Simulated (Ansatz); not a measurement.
Mulliken charges of C₂H₄F₂O₂ (`COC(O)(F)F`) from r2SCAN/def2-TZVPP in Ansatz (PBE0-D4/def2-TZVP geometry).

```tsv
atom	x (Å)	y (Å)	z (Å)	charge (e)
C1	-0.460	-1.112	0.736	-0.028
O2	0.379	-0.501	-0.238	-0.311
C3	0.278	0.844	-0.345	0.553
O4	1.096	1.297	-1.314	-0.290
F5	-1.013	1.202	-0.592	-0.201
F6	0.598	1.469	0.802	-0.191
H7	-0.256	-0.707	1.728	0.086
H8	-0.213	-2.171	0.716	0.072
H9	-1.512	-0.973	0.484	0.086
H10	1.186	0.602	-1.973	0.224
```

**Question.** By hand: the dipole of these point charges (1 e Å = 4.8032 D).

**Answer.** Σ q r = (-0.081, -0.411, 0.009) e Å, of length 0.419 e Å = 2.01 D.

**Question.** How does the dipole of the full density compare? (An estimate is asked.)

**Answer.** Computed: (-0.060, -0.529, -0.061) e Å, 2.57 D; the point charges give 0.78 times that, at 9° from its direction.

Point charges leave out the atoms' own dipoles, such as those of lone pairs, and Mulliken's split depends on the basis, so the two needn't agree.
